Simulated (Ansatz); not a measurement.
Relaxation of F₂Mg (3 atoms, charge 0, multiplicity 1), to a largest force component of 0.02 eV/Å in at most 40 steps.

Level of theory: Ansatz 0.2.0, RKS PBE0/6-31G*.

```xyz
3
Properties=species:S:1:pos:R:3
F -1.547 0.802 -0.768
Mg -0.011 -0.009 -0.004
F 1.548 -0.857 0.759
```

Problem. Where does it end, and by what steps?

Solution. It converged. After 4 steps the energy has fallen by 0.595 eV; F3 moved furthest, 0.19 Å.

| step | energy less start (eV) | largest force component (eV/Å) | accepted |
| --- | --- | --- | --- |
| 0 | 0.0000 | 2.416 | yes |
| 1 | -0.4578 | 1.353 | yes |
| 2 | -0.5770 | 0.639 | yes |
| 3 | -0.5946 | 0.047 | yes |
| 4 | -0.5947 | 0.005 | yes |

```xyz
3
Properties=species:S:1:pos:R:3
F -1.406 0.728 -0.697
Mg -0.003 -0.019 -0.003
F 1.398 -0.774 0.686
```

Whether the end is a true minimum wasn't checked by a vibrational analysis.

Time of the run: 6.3 s on 1 thread of Arm Neoverse N1 (shared host), peak memory 0.096 GiB.
